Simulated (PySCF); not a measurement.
# SMILES NC#CC=O, C3H3NO

Cartesian coordinates in Å; atom numbers follow the order of the lines, from 1:
```xyz
8

N     1.974   -0.082    0.113
C     0.661   -0.040    0.032
C    -0.550    0.025    0.024
C    -1.956    0.062   -0.003
O    -2.696   -0.888   -0.104
H     2.436   -0.939   -0.149
H     2.491    0.773   -0.015
H    -2.351    1.098    0.078
```

The calculation used TDDFT PBE0/def2-SVPD excited states, vertical, gas phase in PySCF. Geometry: GFN2-xTB.

Q: How strongly do the lowest singlets absorb one photon, and two photons of half the energy?

A: δ for parallel linear polarisation; σ at the peak of a Lorentzian of half width 0.1 eV, single beam; Ω is circular over linear.
```
state  E (eV)      f  photon λ (nm)  δ (au)  σ (GM)     Ω                                main
   S1    4.08  0.000            608    <0.1    0.00     –                    HOMO−1→LUMO 0.99
   S2    5.45  0.281            455     171    1.86  0.63  HOMO→LUMO 0.83, HOMO−2→LUMO+2 0.09
   S3    5.51  0.016            450    9.28    0.10  0.62                    HOMO−2→LUMO 0.94
   S4    5.81  0.001            427     1.2    0.01  0.85                    HOMO→LUMO+2 0.95
   S5    6.05  0.000            410    20.1    0.27  1.08                    HOMO→LUMO+1 0.97
```

Among these, the strongest one-photon state is S2, the strongest two-photon state S2, with a dipole change of 2.0 D (relaxed, norm of the difference vector).
